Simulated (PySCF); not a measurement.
**How well do the runs reproduce experiment for cyanoacetylene?**

**The experiment to reproduce.**

From NIST CCCBDB Release 22 (SRD 101), experimental dipoles, for the gas: dipole moment (microwave Stark effect) 3.72 D.

How close the calculation comes is told at the end.

Species: cyanoacetylene, C3HN.
Numbering: `[CH:1]#[C:2][C:3]#[N:4]` (hydrogens: H5 on C1)

Structure used (GFN2-xTB), in Å, numbered top down from 1:
```xyz
5
C3HN angstrom
C     -1.274   -0.173   -0.001
C     -0.082   -0.011    0.019
C      1.271    0.172    0.044
N      2.409    0.328    0.065
H     -2.315   -0.313   -0.016
```

Runs made with PySCF (gas phase, on this GFN2-xTB geometry; no spin–orbit coupling):

| level | job | basis functions |
| --- | --- | --- |
| PBE0/pcSseg-1 | shieldings, charges and field gradients | 73 |
| CAM-B3LYP/def2-SVPD | 8 singlets by full TDDFT, 3 Tamm–Dancoff triplets, polarisability | 88 |
| B3LYP/pcJ-1 | spin–spin couplings from 5 perturbed nuclei | 118 |

Results beside the measurements:

**Dipole moment.** Measured: 3.72 D (NIST CCCBDB Release 22 (SRD 101), experimental dipoles).

| level | computed (D) | computed − measured (D) | % (from the printed values) |
| --- | --- | --- | --- |
| PBE0/pcSseg-1 | 3.85 | +0.13 | +3 |
| CAM-B3LYP/def2-SVPD | 3.90 | +0.18 | +5 |
| B3LYP/pcJ-1 | 3.83 | +0.11 | +3 |

Closest is B3LYP/pcJ-1 (+0.11 D), furthest CAM-B3LYP/def2-SVPD (+0.18 D); one molecule doesn't rank methods. All 3 levels lie above the measurement. The computed dipoles belong to one fixed geometry; measured ones are averaged over vibrations unless marked μe. Magnitudes are compared, not signs.

The geometry is computed, not the measured one. Where a level misses, the cause wasn't examined.
